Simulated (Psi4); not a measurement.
**[HO2]− (SMILES [O-]O), step by step**

Aim: a structure relaxation (HF/6-31G*), then vibrational wavenumbers (HF/6-31G*), then the energy (CCSD(T)/def2-TZVP) of [HO2]−. 

The results are computed with Psi4 1.11.

### 1 The structure to begin with

The species is [HO2]− (3 atoms), meant as a singlet with charge -1. As SMILES, `[O-]O`. All atoms were displaced at random from a relaxed shape. The run starts from this shape.

Bond lengths: O1–O2 1.522 Å, O2–H3 1.031 Å. Angles: O1–O2–H3 102.7°.

### 2 A structure relaxation at HF/6-31G(d) (density fitting, Cartesian functions) (run 1)

File input.in:

```
memory 1600 MB

molecule system {
  -1 1
  O
  O 1 1.521694
  H 2 1.031268 1 102.72646
  symmetry c1
}

set {
  basis 6-31G*
  geom_maxiter 60
}

optimize("hf")
print_variables()
```

Run with:

```sh
$ psi4 -i input.in -o input.out -n 1
```

input.out, cut to the lines that bear on the results:

```text
[...]
  Running in c1 symmetry.
[...]
  Nuclear repulsion =   28.459706223843661
[...]
  Multiplicity = 1
[...]
  Nalpha       = 9
  Nbeta        = 9
[...]
    Number of basis functions: 32
[...]
   @DF-RHF iter   1:  -150.01193339080370   -1.06792e+00   1.43122e-02 ADIIS/DIIS
[...]
   @DF-RHF iter   9:  -150.12538035626272   -6.82121e-13   4.32819e-09 DIIS
[...]
    Orbital Energies [Eh]
    ---------------------
    Doubly Occupied:
       1A    -20.278434     2A    -20.198096     3A     -1.069782
       4A     -0.776634     5A     -0.355403     6A     -0.249685
       7A     -0.215717     8A     -0.091526     9A     -0.064491
[...]
  @DF-RHF Final Energy:  -150.12538035626272
   => Energetics <=
    Nuclear Repulsion Energy =             29.5964281949023587
    One-Electron Energy =                -272.8440802658851112
    Two-Electron Energy =                  93.1222717147200285
    Total Energy =                       -150.1253803562627240
[...]
 Multipole Moments:
 ------------------------------------------------------------------------------------
     Multipole            Electronic (a.u.)      Nuclear  (a.u.)        Total (a.u.)
 ------------------------------------------------------------------------------------
 L = 1.  Multiply by 2.5417464519 to convert [e a0] to [Debye]
 Dipole X            :         -0.2225323            0.8449310            0.6223987
 Dipole Y            :          0.1834545           -0.8323460           -0.6488914
 Dipole Z            :          0.0000000            0.0000000            0.0000000
 Magnitude           :                                                    0.8991330
[...]
  -Total Gradient:
     Atom            X                  Y                   Z
    ------   -----------------  -----------------  -----------------
       1       -0.000005985918     0.000077110787    -0.000000000000
       2       -0.000232007521    -0.000022421781     0.000000000000
       3        0.000237993439    -0.000054689005    -0.000000000000
[...]
    Final optimized geometry and variables:
    Molecular point group: c1
    Full point group: Cs
    Geometry (in Angstrom), charge = -1, multiplicity = 1:
    O
    O             1    1.479253
    H             2    0.946586      1  100.746610
  Variable Map:
  ----------------------------------------------------------------------------
  "CURRENT ENERGY"           =>    -150.125380356263
  "CURRENT REFERENCE ENERGY" =>    -150.125380356263
  "DD SOLVATION ENERGY"      =>       0.000000000000
  "HF KINETIC ENERGY"        =>     149.902302405286
  "HF POTENTIAL ENERGY"      =>    -300.027682761549
[...]
```

On the terminal:

```text
Optimizer: Optimization complete!
```

Run time: 3.6 s. Hardware: 1 thread of AMD EPYC 7B13 (Zen 3), shared host; peak memory 0.21 GiB.

Steps, from the record of the run:

| step | energy from the first frame kept (eV) | largest force (eV/Å) |
| --- | --- | --- |
| 0 | 0.0000 | 3.5674 |
| 1 | -0.1930 | 0.1973 |
| 2 | -0.1938 | 0.0538 |
| 3 | -0.1939 | 0.0126 |

After the run. Bond lengths: O1–O2 1.479 Å, O2–H3 0.947 Å. Angles: O1–O2–H3 100.7°.

### 3 Vibrational wavenumbers at HF/6-31G(d) (Cartesian functions) (run 2)

File input.inp:

```
memory 1600 MB

molecule {
  -1 1
  O     -0.413152     1.071085    -0.118398
  O     -0.278520    -0.400910    -0.175782
  H      0.551575    -0.519486     0.263429
}

set globals {
  basis 6-31G*
  t 400.0
  rotational_symmetry_number 1
  scf_type pk
}

frequency('scf')
print_variables()
```

Run with:

```sh
$ psi4 -i input.inp -o input.out -n 1
```

input.out, cut to the lines that bear on the results:

```text
[...]
  Running in cs symmetry.
[...]
  Nuclear repulsion =   29.596429798238866
[...]
  Multiplicity = 1
[...]
  Nalpha       = 9
  Nbeta        = 9
[...]
    Number of basis functions: 32
[...]
   @RHF iter   1:  -150.02907351057206   -9.51114e-01   1.78880e-02 ADIIS/DIIS
[...]
  -Total Gradient:
     Atom            X                  Y                   Z
    ------   -----------------  -----------------  -----------------
       1       -0.000040755568     0.000292998836     0.000000000000
       2       -0.000162858952    -0.000231524299     0.000000000000
       3        0.000203614520    -0.000061474536     0.000000000000
[...]
   @RHF iter  13:  -150.12556101396402   -5.68434e-13   5.04559e-09 DIIS
[...]
  @RHF Final Energy:  -150.12556101396402
   => Energetics <=
    Nuclear Repulsion Energy =             29.5964297982388658
    One-Electron Energy =                -272.8443283262387808
    Two-Electron Energy =                  93.1223375140359337
    Total Energy =                       -150.1255610139639884
[...]
 Multipole Moments:
 ------------------------------------------------------------------------------------
     Multipole            Electronic (a.u.)      Nuclear  (a.u.)        Total (a.u.)
 ------------------------------------------------------------------------------------
 L = 1.  Multiply by 2.5417464519 to convert [e a0] to [Debye]
 Dipole X            :         -0.2334839            0.8945564            0.6610725
 Dipole Y            :          0.1696515           -0.7787661           -0.6091146
 Dipole Z            :          0.0000000            0.0000000            0.0000000
 Magnitude           :                                                    0.8989090
[...]
  ==> Harmonic Vibrational Analysis <==
[...]
  Freq [cm^-1]                 895.2208           1288.0118           4042.4410
[...]
  IR activ [km/mol]            56.8368             34.2147             19.3941
[...]
  Total E_0, Enthalpy at 0 [K]                                                         -150.11137789 [Eh]
[...]
  Total H, Enthalpy at  400.00 [K]                                                     -150.10608359 [Eh]
[...]
  Total G, Gibbs energy at  400.00 [K]                                                 -150.14204414 [Eh]
[...]
```

Run time: 2.8 s. Hardware: 1 thread of AMD EPYC 7B13 (Zen 3), shared host; peak memory 0.22 GiB.

### 4 The energy at CCSD(T)/def2-TZVP (run 3)

File run.py:

```python
import psi4

psi4.set_memory(1600000000)
psi4.set_num_threads(1)
psi4.core.set_output_file('run.log', False)

molecule = psi4.geometry("""
-1 1
O
O 1 1.479253
H 2 0.946586 1 100.74661
symmetry c1
""")

psi4.set_options(dict(basis='def2-TZVP', scf_type='pk', num_frozen_docc=2))

E, wfn = psi4.energy("ccsd(t)", return_wfn=True)
print('E =', round(E, 9))
```

Run with:

```sh
$ python run.py
```

run.log, cut to the lines that bear on the results:

```text
[...]
  Running in c1 symmetry.
[...]
  Nuclear repulsion =   29.596419468990483
[...]
  Multiplicity = 1
[...]
  Nalpha       = 9
  Nbeta        = 9
[...]
    Number of basis functions: 68
[...]
   @RHF iter   1:  -150.10982483419221   -9.81777e-01   7.04142e-03 ADIIS/DIIS
[...]
   @RHF iter  12:  -150.21549507904473   -7.38964e-13   3.41361e-09 DIIS
[...]
    Orbital Energies [Eh]
    ---------------------
    Doubly Occupied:
       1A    -20.296104     2A    -20.223203     3A     -1.096817
       4A     -0.805304     5A     -0.381154     6A     -0.276772
       7A     -0.244172     8A     -0.121694     9A     -0.094719
[...]
  @RHF Final Energy:  -150.21549507904473
   => Energetics <=
    Nuclear Repulsion Energy =             29.5964194689904829
    One-Electron Energy =                -272.5439521603860840
    Two-Electron Energy =                  92.7320376123508794
    Total Energy =                       -150.2154950790447288
[...]
 Multipole Moments:
 ------------------------------------------------------------------------------------
     Multipole            Electronic (a.u.)      Nuclear  (a.u.)        Total (a.u.)
 ------------------------------------------------------------------------------------
 L = 1.  Multiply by 2.5417464519 to convert [e a0] to [Debye]
 Dipole X            :         -0.2158259            0.8449311            0.6291052
 Dipole Y            :          0.1254146           -0.8323462           -0.7069317
 Dipole Z            :         -0.0000000            0.0000000           -0.0000000
 Magnitude           :                                                    0.9463222
[...]
      * MP2 total energy                      = -150.706508461387131
[...]
      * CCSD total energy                     = -150.711555569390043
[...]
      * CCSD(T) total energy                  = -150.730042830126706
```

Standard output:

```text
E = -150.73004283
```

Run time: 11 s. Hardware: 1 thread of AMD EPYC 7B13 (Zen 3), shared host; peak memory 0.39 GiB.

### 5 Outcome

| quantity | value |
| --- | --- |
| run 1, HF/6-31G*: total energy at the end | -150.12538 Eh |
| run 1, HF/6-31G*: HOMO energy | -1.75 eV |
| run 1, HF/6-31G*: LUMO energy | 13.15 eV |
| run 1, HF/6-31G*: HOMO–LUMO gap (to an unbound level, set by the basis) | 14.91 eV |
| run 2, HF/6-31G*: total energy | -150.12556 Eh |
| run 2, HF/6-31G*: lowest harmonic wavenumber | 895 cm⁻¹ |
| run 2, HF/6-31G*: highest harmonic wavenumber | 4042 cm⁻¹ |
| run 2, HF/6-31G*: zero-point energy | 37.2 kJ/mol |
| run 2, HF/6-31G*: ideal-gas entropy at 400 K (symmetry number 1 as used) | 56.4 cal/(mol K) |
| run 3, CCSD(T)/def2-TZVP: total energy | -150.73004 Eh |
| run 3, CCSD(T)/def2-TZVP: HOMO energy (Hartree–Fock orbitals) | -2.58 eV |
| run 3, CCSD(T)/def2-TZVP: LUMO energy (Hartree–Fock orbitals) | 9.76 eV |
| run 3, CCSD(T)/def2-TZVP: HOMO–LUMO gap (to an unbound level, set by the basis) | 12.34 eV |
| run 3, CCSD(T)/def2-TZVP: correlation energy (2 core orbitals frozen) | -514.5 mEh |
| run 3, CCSD(T)/def2-TZVP: (T) correction | -18.49 mEh |
| run 3, CCSD(T)/def2-TZVP: T1 diagnostic | 0.014 |

In words: The optimisation (run 1, HF/6-31G*) took 4 steps and changed the energy by -0.194 eV. All 3 modes (run 2, HF/6-31G*) are real, so the shape is a minimum at this level. The triples (run 3, CCSD(T)/def2-TZVP) make up 3.6 % of the correlation energy.
